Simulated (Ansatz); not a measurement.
Species: CH$_{3}$, SMILES `[CH3]` (charge 0, multiplicity 2).

Give a relaxed geometry from B3LYP-D3(BJ)/def2-TZVP (Ansatz, a quantum-chemistry and plane-wave program).

the end point of this relaxation (outside a Z-matrix the atoms follow the SMILES, hydrogens last).
Cartesian coordinates (Å) in one orientation:
```xyz
4

C      0.000     0.000     0.000
H      1.039    -0.291     0.001
H     -0.772    -0.754    -0.003
H     -0.267     1.045     0.003
```
